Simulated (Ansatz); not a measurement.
# BSiH5 (singlet): from Hartree-Fock to the top rungs at distance B1–H4 along a hydrogen transfer = 1.296 Å, cc-pVTZ

One table from this session's results is given with a row withheld; the runs are named, their logs left out.

Program: Ansatz 0.2.0, Gaussian basis. Level of theory: cc-pVTZ, core rule «outside noble gas», up to 6 orbitals frozen. These are calculated values, not measurements.

To be run: UHF; CCSD(T) on RHF; CCSD(T) on UHF; BCCD(T) on RHF; CCSDT(Q) on RHF.

**The system**

The geometry derives from fragments relaxed apart (PBE0/def2-TZVP) and kept rigid, so it is no stationary point. A hydrogen atom is moved between rigid fragments.

7 atoms, charge 0, spin multiplicity 1.

Atoms are counted from 1 here; the program's logs count them from 0.

Bond lengths: B1–H2 1.193 Å, B1–H3 1.193 Å, B1–H4 1.296 Å, Si5–H6 1.526 Å, Si5–H7 1.526 Å. Angles: H2–B1–H3 120.0°, H2–B1–H4 120.0°, H3–B1–H4 120.0°, H6–Si5–H7 91.2°.

Coordinates:

```mol
BH5Si
  3D, bonds by distance, orders not assigned

  7  5  0  0  0  0  0  0  0  0999 V2000
   -2.3256    0.0401    0.0000 B   0  0
   -2.9223    1.0737    0.0000 H   0  0
   -2.9223   -0.9935    0.0000 H   0  0
   -1.0296    0.0401    0.0000 H   0  0
    1.0244    0.0401    0.0000 Si  0  0
    1.6366   -0.8342    1.0900 H   0  0
    1.6366   -0.8342   -1.0900 H   0  0
  1  2  8  0
  1  3  8  0
  1  4  8  0
  5  6  8  0
  5  7  8  0
M  END
```

Set-up of the first run:

The input, in.yaml:

```yaml
crystal:
  periodic: [false, false, false]
  atoms:
    - {symbol: B, position_ang: [-2.325578, 0.040114, 0.000000]}
    - {symbol: H, position_ang: [-2.922311, 1.073685, 0.000000]}
    - {symbol: H, position_ang: [-2.922311, -0.993457, 0.000000]}
    - {symbol: H, position_ang: [-1.029578, 0.040114, 0.000000]}
    - {symbol: Si, position_ang: [1.024422, 0.040114, 0.000000]}
    - {symbol: H, position_ang: [1.636603, -0.834170, 1.090012]}
    - {symbol: H, position_ang: [1.636602, -0.834170, -1.090012]}
basis:
  gaussian: {orbitals: cc-pVTZ}
magnetization: {spin_polarized: true, initial_magnetization: 0}
hamiltonian: {xc: hf}
output: {orbitals: {seedname: orbitals}}
```

The run is started by

```sh
$ ansatz run in.yaml --threads 1 --pin off --events-out ev --progress --plain --max-ram 2816MiB --backend cpu
```

Among the steps run: UHF; CCSD(T) on RHF; CCSD(T) on UHF; BCCD(T) on RHF; CCSDT(Q) on RHF.

One of the session's tables, all rows but one given; the rest of the session is left out.

| method | from RCCSDT(Q) (meV) |
| --- | --- |
| RHF | +7847.8 |
| UHF | +7800.7 |
| RMP2 | +1549.4 |
| RCCSD | ? |
| RCCSD(T) | +46.0 |
| BCCD(T) | +45.5 |
| RCCSDT | +8.4 |
| RCCSDT(Q) | 0 |

Estimate the missing values for RCCSD.

The run gave: from RCCSDT(Q) (meV): +259.8. In the column «from RCCSDT(Q) (meV)» it lies between RCCSD(T) (+46.0) and RMP2 (+1549.4).

Not comparable, so not listed: CCSD(T) on UHF (they don't share determinant, frozen orbitals or solution with the rows shown, or repeat one).

Limits of these values: Warnings: restricted reference is unstable; spin contamination.
